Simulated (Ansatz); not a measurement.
Z-matrix (Å, degrees):
```
C
C 1 1.516
H 1 1.092 2 112.0
H 1 1.092 2 110.7 3 121.0
H 1 1.092 2 110.0 3 -119.0
N 2 1.458 1 112.4 3 -66.5
H 2 1.093 1 109.1 3 175.4
H 2 1.098 1 109.7 3 58.6
C 6 1.398 2 117.5 1 67.0
H 6 1.010 2 111.5 1 -162.7
F 9 1.412 6 113.6 2 61.6
H 9 1.091 6 111.0 2 -57.2
H 9 1.092 6 110.0 2 -179.6
```

Total charge 0; spin multiplicity 1.

Question: List the ωB97M-V/def2-TZVPP orbital energies in eV (the Gaussian-basis code of Ansatz). (Estimate.)

Answer: Computed: Occupied: -676.64, -394.62, -283.88, -282.18, -281.18, -35.53, -28.51, -23.88, -21.67, -19.38, -17.49, -16.39, -16.18, -15.16, -14.70, -13.33, -13.08, -12.62, -12.14, -11.81, -9.60. Lowest empty: 2.57, 3.11, 3.80, 4.16, 4.63, 4.76, 5.06, 5.23.
